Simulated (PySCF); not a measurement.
**MgCl₂, singlet: structure and spectrum**

Method: PySCF, B3LYP, basis Mg def2-TZVP, Cl def2-TZVP (no relativity, density fitting).

The structure is a minimum.

Z-matrix (Å, degrees; charge 0 multiplicity 1):
```
Mg
Cl 1 2.1773
Cl 1 2.1773 2 180.00
```

```json
{"Point group": "D∞h", "Bond lengths": "Mg–Cl 2.177 Å (×2)", "Bond angles": "Cl–Mg–Cl 180.0°", "Heat capacity Cp at 298.15 K": "56.4 J/(mol K)", "Zero-point energy": "6.9 kJ/mol", "Highest occupied level": "-8.72 eV", "Dipole moment": "0.00 D", "Rotational constants": "0.05084 cm⁻¹", "Principal polarisabilities": "36.8, 36.8, 57.9 bohr³", "Entropy at 298.15 K and 1 bar": "271.9 J/(mol K)", "Principal quadrupole moments (Buckingham, traceless) about the centre of mass": "-16.30, 8.15, 8.15 D Å", "Enthalpy at 298.15 K above 0 K": "13.88 kJ/mol", "Rotational symmetry number": "2", "Lowest empty level": "-2.12 eV", "Atomisation energy without zero-point energy": "748 kJ/mol"}
```

Harmonic modes (masses in u: Mg 23.985, Cl 34.969):
```tsv
symmetry	ω (cm⁻¹)	IR (km/mol, summed over degenerate members)	μ (u)
πu	109	108	26.08
σg+	320	0.0	34.97
σu+	615	149	26.08
```

In D∞h the vibrations span πu + σg+ + σu+. The σg+ mode carries no infrared intensity, as symmetry demands. With a centre of inversion only u modes can be infrared active and only g modes Raman active.

Charges (e):
```tsv
atom	Mulliken	Löwdin	polar tensor	Mayer order to Mg1
Mg1	0.84	0.01	1.21	–
Cl2,3	-0.42	0.00	-0.61	0.99
```

Mulliken populations on Mg1: s 4.44, p 6.44, d 0.27.

Outer orbital energies (eV). occupied: -21.58, -21.48, -10.24, -9.54, -8.84, -8.84, -8.72, -8.72; empty: -2.12, -0.47, -0.47, 1.90.

Counting electrons, magnesium keeps none of its valence electrons outside its bonds, so the VSEPR class is AX2 and the expected shape is linear (D∞h), as computed.

The final relaxation and frequency run took 12 s on 2 threads of a shared Arm Neoverse V1 host, with 106 basis functions and 6 gradients; the process peaked at 0.94 GiB.
